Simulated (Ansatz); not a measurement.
The cluster MgCl2⁺, relaxed as a doublet with UKS r2SCAN-D4/def2-TZVP in Ansatz, starting from the GFN1-xTB geometry. Force threshold 0.02 eV/Å.

In the doublet, Cl2 and Cl3 lie 2.01 Å apart (atoms count from 1), so these atoms are partly bonded to each other. Another isomer (doublet) lies 1.49 eV lower at PBE0-D4/def2-TZVP; other spin states weren't run for this one.

Start:

```
atom   x (Å)   y (Å)   z (Å)
 Mg1  -1.298  -0.278  -0.861
 Cl2   0.366  -0.552   1.117
 Cl3   0.932   0.830  -0.256
```

Task: Estimate the energy that the relaxation releases and the steps that it takes.

Result: 0.04 eV, in 8 steps; 20 s on 4 threads of Arm Neoverse V2 on a shared host. No frequencies were taken in this run, so the end may be a saddle point.

Task: Does the start keep its bonding and symmetry?

Result: By distances, no bond broke or formed. The bond that changes most is Mg1–Cl2, from 2.60 to 2.78 Å (atoms count from 1). Point group Cs at the start, Cs at the end, both within 0.05 Å.

Task: Predict the relaxed structure.

Result: 
Cartesian coordinates in Å:
```
Mg -1.405 -0.299 -0.936
Cl 0.425 -0.534 1.149
Cl 0.981 0.833 -0.213
```
Bond lengths: 2 × Cl–Mg 2.74 to 2.78 Å; 1 × Cl–Cl 2.01 Å.
